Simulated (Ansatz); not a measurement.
We consider fluorite SrCl2, described by r²SCAN0 (plane waves, PAW; Ansatz, a first-principles code).

Settings: plane-wave cutoff 520 eV, 6×6×6 k mesh, Fermi–Dirac smearing 0.01 eV, scalar-relativistic PAW data made under PBE.

Pressure at four volumes; x = ln(V/28.334 Å³). One pressure is withheld.

```csv
V (Å³/atom),x,P (GPa)
26.918,-0.0513,2.201
28.334,0.0000,-0.008
29.043,0.0247,-0.902
29.751,0.0488,?
```

Problem. Pass a parabola P(x) through the three rows shown, estimate the bulk modulus and its pressure derivative near zero pressure, and predict the withheld pressure.

Solution. Slopes between the rows: (-0.008 − (2.201))/(0.0000 − (-0.0513)) = -43.06 and (-0.902 − (-0.008))/(0.0247 − (0.0000)) = -36.19 GPa. Their difference over the span 0.0760 is c = 6.87/0.0760 = 90.4 GPa, so P(x) = 2.201 + (-43.06)(x − (-0.0513)) + 90.4 (x − (-0.0513))(x − (0.0000)). At the middle row B = −dP/dx = −[-43.06 + 90.4 × 0.0513] = 38.4 GPa, and B′ = dB/dP = 2c/B = 4.7. At x = 0.0488 the parabola gives -1.668 GPa; the run gives -1.680 GPa. The Birch–Murnaghan fit to the energies at all volumes has B0 = 38.3 GPa and B′ = 4.5.

Measured, for comparison: bulk modulus 34.3 GPa (temperature not stated, no zero-point or thermal correction, from elastic constants; as tabulated in Kanchana et al., Calculated structural, elastic and electronic properties of …). Computed (rounded) less measured: bulk modulus +12 % (against room or unstated temperature, where such soft solids are markedly softer).
